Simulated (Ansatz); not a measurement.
Geometry optimisation, RKS B3LYP-D4/def2-SVP (Ansatz).

Input file:

```yaml
crystal:
  periodic: [false, false, false]
  atoms:
    - { symbol: O, position_ang: [-1.78499, -0.20623, -0.96892] }
    - { symbol: Si, position_ang: [-0.08718, -0.34629, -1.34466] }
    - { symbol: Al, position_ang: [0.97032, -0.08393, 0.77419] }
    - { symbol: H, position_ang: [-2.07462, -0.88359, -0.36873] }
    - { symbol: H, position_ang: [0.04366, 1.1525, -1.7505] }
    - { symbol: H, position_ang: [0.49384, -0.28237, 2.35974] }
    - { symbol: H, position_ang: [2.56379, 0.10237, 1.30438] }
total_charge: -1
basis:
  gaussian: { orbitals: def2-SVP }
hamiltonian:
  xc: b3lyp
  dispersion: d4
relax:
  f_tol: 0.015
  max_steps: 40
```

Command:

```bash
$ ansatz run input.yaml --threads 1 --pin off --max-ram 2048MiB --backend cpu --events-out ev --progress --plain --runs-dir out
```

Where does it end, and by what steps?

The run converged. Limits of this set-up: an anion without diffuse functions, the dipole of an ion depends on the origin. After 9 steps the energy has fallen by 0.465 eV; H5 moved furthest, 0.42 Å.

```json
{"step": "0", "energy less start (eV)": "0.0000", "largest force component (eV/Å)": "1.552", "accepted": "yes"}
{"step": "1", "energy less start (eV)": "-0.2820", "largest force component (eV/Å)": "0.317", "accepted": "yes"}
{"step": "2", "energy less start (eV)": "-0.3542", "largest force component (eV/Å)": "0.268", "accepted": "yes"}
{"step": "3", "energy less start (eV)": "-0.4087", "largest force component (eV/Å)": "0.433", "accepted": "yes"}
{"step": "4", "energy less start (eV)": "-0.4379", "largest force component (eV/Å)": "0.398", "accepted": "yes"}
{"step": "5", "energy less start (eV)": "-0.4522", "largest force component (eV/Å)": "0.377", "accepted": "yes"}
{"step": "6", "energy less start (eV)": "-0.4630", "largest force component (eV/Å)": "0.095", "accepted": "yes"}
{"step": "7", "energy less start (eV)": "-0.4409", "largest force component (eV/Å)": "0.187", "accepted": "no"}
{"step": "8", "energy less start (eV)": "-0.4643", "largest force component (eV/Å)": "0.077", "accepted": "yes"}
{"step": "9", "energy less start (eV)": "-0.4653", "largest force component (eV/Å)": "0.013", "accepted": "yes"}
```

```xyz
7
Properties=species:S:1:pos:R:3
O -1.843 -0.208 -1.072
Si -0.107 -0.126 -0.992
Al 0.981 0.168 1.086
H -2.147 -0.816 -0.387
H 0.177 0.910 -2.064
H 0.454 -0.685 2.375
H 2.610 0.209 1.058
```

Whether the end is a true minimum wasn't checked by a vibrational analysis.

Run time: 20 s on 1 thread of Arm Neoverse V2, on a shared host, peak memory 0.14 GiB.
